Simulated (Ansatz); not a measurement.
# HN–SH⁺, singlet: the ladder up to RCCSDT(Q)

Geometry: that of the HN–SH, doublet, kept fixed.

```yaml
atoms:
  - { symbol: N, position_ang: [0.0000, -0.1878, 1.0997] }
  - { symbol: S, position_ang: [0.0000, 0.0962, -0.5000] }
  - { symbol: H, position_ang: [0.0000, 0.7404, 1.5312] }
  - { symbol: H, position_ang: [0.0000, -1.1895, -0.9067] }
```

Basis cc-pVDZ; Ansatz 0.2.0. Correlated methods freeze the noble-gas cores, which leaves 12 electrons in 36 orbitals. R marks a restricted (for open shells ROHF) determinant, U an unrestricted one. Active spaces: valence = (12e, 10o) chosen from the atoms' valence shells.

Full CI isn't at hand for all of this; RCCSDT(Q) serves as the reference, and is uncertain by about the last step of the cluster series. The frozen core follows each run's orbitals, which can shift R against U totals by a few meV.

Unrestricted rows (U) aren't spin-pure: their determinants' ⟨S²⟩ exceeds S(S+1) by up to 0.59, so they mix in states of higher spin.

- UHF ⟨S²⟩: 0.590
- T1 diagnostic (RCCSD): 0.0307
- largest doubles amplitude (RCCSD): 0.183

| level | E − E(RCCSDT(Q)) (meV) | share of correlation (%) | wall time |
| --- | --- | --- | --- |
| RHF | 9426 | 0.00 | – |
| UHF | 9006 | 4.46 | – |
| RMP2 | 1179 | 87.49 | – |
| UMP2 | 1934 | 79.49 | – |
| CISD | 1313 | 86.08 | 0.36 s |
| RCCSD | 466 | 95.05 | – |
| UCCSD | 503 | 94.66 | – |
| RCCSD(T) | 59 | 99.38 | 0.24 s |
| UCCSD(T) | 130 | 98.63 | 1 s |
| BCCD(T) | 65 | 99.31 | 0.3 s |
| RCCSDT | 47 | 99.50 | – |
| UCCSDT | 51 | 99.46 | – |
| UCCSDT(Q) | -4 | 100.04 | 11 s |
| CASSCF (valence space) | 5626 | 40.31 | – |
| NEVPT2 (valence space) | 1125 | 88.07 | 2.1 s |
| MRCISD (valence space) | 393 | 95.83 | – |
| MRCISD+Q (valence space) | 25 | 99.73 | 3.7 s |
| MRCISD+Q(relaxed) (valence space) | -9 | 100.09 | 4.8 s |

The correlation energy at RCCSDT(Q), counted from RHF, is -9.426 eV. That run took 2.3 s on 1 thread of AMD EPYC 9R45, shared host.

Times hold each run's SCF and search for its determinant on a shared host, so for small cases they say little of a method's own cost; they ran on 1 thread of AMD EPYC 9R45.

Natural occupations of CASSCF (valence space) about the gap: 1.988 1.984 1.974 1.957 1.885 0.123 0.046 0.026 0.021; effectively unpaired electrons, Σ n²(2−n)², 0.12.
